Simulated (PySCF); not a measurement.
Molecule: SMILES CCS(=O)(=O)[O-], [C₂H₅O₃S]-.

Bonds (- single, = double, # triple, : aromatic): C1-C2, C2-S3, S3=O4, S3=O5, S3-O6. C1 carries H7, H8, H9; C2 carries H10, H11. Formal charges: O6 -1.

Total charge -1.

Frames of a GFN2-xTB Langevin trajectory at 300 K; GIAO PBE0/pcSseg-1 shieldings in PySCF 2.14, gas phase, non-relativistic; equivalent atoms averaged within each frame.

δ = σ(ref) − σ, references computed at the same level: 13C (σref 186.93) and 1H (σref 31.72) against TMS; 33S (σref 503.73) against CS2; H2O for 17O (σref 336.08). The references are static minima.

**Question.** How do the shifts (ppm) fluctuate along the trajectory?

**Answer.** 
```csv
time (fs),C2,C1,S3,O4/O5/O6,H10/H11,H7/H8/H9
optimised geometry,52.5,12.5,320,212.5,1.80,1.26
250,56.0,15.5,296,204.9,2.78,1.38
425,58.5,14.3,324,235.1,3.40,1.09
625,51.4,16.5,315,217.3,1.17,1.42
800,54.4,7.7,331,230.5,1.91,0.77
1000,45.3,14.8,313,208.6,1.20,2.04
mean of frames,53.1,13.7,316,219.3,2.09,1.34
standard deviation,5.1,3.5,13,13.2,0.98,0.47
```

5 frames give an uncertainty of the mean of about the standard deviation over 2.2 at best, since frames this close in time may not be independent; classical motion lacks zero-point vibration, and the reference would need the same averaging.
